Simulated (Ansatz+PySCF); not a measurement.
Results of a calculation; reference values are marked as such.
A run of PySCF 2.14.0 on doublet N₂(+) at this shape:

```xyz
2

N     0.0000    0.0000   -0.8877
N     0.0000    0.0000    0.8877
```

Its results:

```json
{
  "Converged": "yes",
  "Reference energy": "-106.75627 hartree",
  "CCSD correlation energy": "-0.31494 hartree",
  "Triples correction": "-0.00733 hartree",
  "Total energy": "-107.07854 hartree"
}
```

(1) Which input gives this output? Name the method, the orbitals and the basis set, and write the input.

Answers

(1) UHF-CCSD(T) in STO-3G.

```python
from pyscf import gto, scf, cc

mol = gto.M(atom="""
N 0.000000 0.000000 -0.887660
N 0.000000 0.000000 0.887660
""", basis='sto-3g', charge=1, spin=1)
mf = scf.UHF(mol)
mf.kernel()
mycc = cc.CCSD(mf, frozen=2).run()
et = mycc.ccsd_t()
print(mf.e_tot, mycc.e_corr, et, mycc.e_tot + et)
```

This is not the lowest solution: another run reaches a determinant 7.84 eV lower. Caution: large amplitudes, a single reference is doubtful.
